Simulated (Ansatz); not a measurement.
Total energies of `FC(Cl)(Cl)Cl`.

```xyz
5

F    -0.592   -1.223    0.344
C    -0.029   -0.060    0.017
Cl   -1.235    0.939   -0.786
Cl    1.323   -0.378   -1.064
Cl    0.534    0.722    1.490
```

Charge 0, multiplicity 1. The structure was optimised at the PBE0-D4/def2-TZVP level. Basis def2-TZVPP, Ansatz 0.2.0.

RPA on PBE orbitals: Hartree–Fock energy of these orbitals -1515.80270 Eh, correlation -1.54078 Eh (frozen core).

| functional | energy without D4 (Eh) | D4 term (kJ/mol) |
| --- | --- | --- |
| LDA (SPW92) | -1513.21719 | – |
| PBE | -1517.93733 | -16.8 |
| revPBE | -1518.33655 | -51.2 |
| BLYP | -1518.60357 | -38.0 |
| r2SCAN | -1518.48141 | -3.6 |
| r2SCANh | -1518.46788 | -3.9 |
| r2SCAN0 | -1518.44893 | -4.4 |
| HSE06 (plane-wave form) | -1518.01298 | -13.1 |
| BHLYP | -1518.56233 | -21.7 |
| CAM-B3LYP | -1518.62896 | -14.3 |
| LC-ωPBE | -1518.17350 | – |
| ωB97X-V | -1518.38302 | – |
| ωB97M-V | -1518.53482 | – |
| PBE-QIDH | -1517.77090 | – |

(1) Give the same for B97M-V, PBE0, B3LYP, B2PLYP. (Estimate.)

B3LYP takes the VWN-RPA correlation (the form of Gaussian; ORCA's B3LYP/G). HSE06 is the plane-wave form, built on full-range PBE exchange. The double hybrids freeze the cores in their second-order part.

Answers

(1) The calculation gave: 
| functional | energy without D4 (Eh) | D4 term (kJ/mol) |
| --- | --- | --- |
| B97M-V | -1518.23667 | – |
| PBE0 | -1518.04155 | -14.0 |
| B3LYP | -1518.66834 | -27.8 |
| B2PLYP | -1518.15613 | – |

LC-ωPBE has ω = 0.4 bohr⁻¹.
